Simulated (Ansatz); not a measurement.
Geometry optimisation, RKS PBE0-D4/def2-SVP (Ansatz 0.2.0).

Input:

```yaml
crystal:
  periodic: [false, false, false]
  atoms:
    - { symbol: B, position_ang: [0.0, 0.0, 0.0] }
    - { symbol: F, position_ang: [0.0, 0.0, 1.32] }
    - { symbol: H, position_ang: [1.0305, 0.0, -0.595] }
    - { symbol: O, position_ang: [-1.2211, 0.0, -0.705] }
    - { symbol: H, position_ang: [-1.7308, -0.8467, -0.4965] }
basis:
  gaussian: { orbitals: def2-SVP }
hamiltonian:
  xc: pbe0
  dispersion: d4
relax:
  f_tol: 0.02
  max_steps: 40
output:
  orbitals: {}
```

Command:

```bash
$ ansatz run input.yaml --threads 1 --pin off --max-ram 2048MiB --backend cpu --events-out ev --progress --plain --runs-dir out
```

Where does it end, and by what steps?

The forces met the threshold. After 7 steps the energy has fallen by 0.521 eV; H5 moved furthest, 0.38 Å.

```tsv
step	energy less start (eV)	largest force component (eV/Å)	accepted
0	0.0000	2.102	yes
1	-0.1877	2.502	yes
2	-0.2683	3.038	yes
3	-0.4667	1.854	yes
4	-0.4972	0.713	yes
5	-0.5154	0.568	yes
6	-0.5212	0.061	yes
7	-0.5213	0.010	yes
```

```xyz
5
Properties=species:S:1:pos:R:3
B 0.011 -0.068 -0.057
F -0.074 -0.147 1.269
H 1.057 0.225 -0.574
O -1.067 -0.315 -0.817
H -1.848 -0.541 -0.298
```

The run took 7.8 s on 1 thread of Arm Neoverse V2 (shared host), peak memory 0.12 GiB.
